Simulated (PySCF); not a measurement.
These compounds are isomers of formula C₄H₇F.

A. SMILES CC/C=C\F
B. SMILES CC1(F)CC1
C. `C=C(F)CC`

Spectrum 1. ¹H NMR (400 MHz, computed): δ 6.62 (ddt, J = 91.9, 5.9, 1.9 Hz, 1H), 4.70 (dtd, J = 33.5, 9.0, 5.9 Hz, 1H), 2.15 (quint of d of d, J = 8.6, 2.9, 1.9 Hz, 2H), 1.01 (t, J = 8.5 Hz, 3H). ¹³C{¹H} NMR (computed): δ 155.8 (CH, d, J = 334.9 Hz), 119.6 (CH, d, J = 3.5 Hz), 19.5 (CH2, d, J = 5.7 Hz), 16.5 (CH3).

Spectrum 2. ¹H NMR (400 MHz, computed): δ 4.65 (dd, J = 14.2, 1.6 Hz, 1H), 4.40 (dd, J = 42.4, 1.6 Hz, 1H), 2.05 (dq, J = 18.9, 8.5 Hz, 2H), 1.13 (t, J = 8.5 Hz, 3H). ¹³C{¹H} NMR (computed): δ 177.2 (C, d, J = 331.8 Hz), 94.2 (CH2, d, J = 21.6 Hz), 29.8 (CH2, d, J = 27.2 Hz), 13.4 (CH3).

Spectrum 3. ¹H NMR (400 MHz, computed): δ 1.49 (d, J = 18.5 Hz, 3H), 0.96 (m, 2H), 0.36 (m, 2H). ¹³C{¹H} NMR (computed): δ 72.8 (C, d, J = 275.9 Hz), 22.7 (CH3, d, J = 23.0 Hz), 13.4 (CH2, d, J = 10.1 Hz).

- geometry from PBE0-D3(BJ)/def2-SVP
- GIAO PBE0/pcSseg-1 shieldings
- B3LYP/pcJ-1 coupling constants (spin–dipole term left out of most H,H and C,H couplings)
- code: PySCF
- non-relativistic Hamiltonian, one averaged value for each set of equivalent atoms, single conformer, no solvent

Referencing at the same level of theory: ¹H, ¹³C vs TMS. Multiplet labels drop J under 1 Hz and among equivalent protons, and merge close values. Unscaled 3J(H,H) run several per cent high. One-bond C–F couplings are unscaled and too large by tens of Hz. Shifts are as computed. Against solution values, carbons near 30 ppm lie about +2 ppm off and those near 130 ppm about +5 ppm. Of 1211 compounds with measured shifts, 218 miss one by over three times the rms of a fit or turn the order of signals round; such compounds aren't used in these exercises.

Question: Match each spectrum to its structure.

Answer: 1–A, 2–C, 3–B.

- Spectrum 1 (A): 4 ¹³C signals; δC 155.8 is an alkene CH; δC 119.6 is an alkene CH.
- Spectrum 2 (C): 4 ¹³C signals; δC 29.8 is an allylic sp3 CH2; δC 13.4 is a methyl carbon.
- Spectrum 3 (B): 3 ¹³C signals; δC 72.8 is a three-membered-ring carbon; δC 22.7 is a methyl carbon.
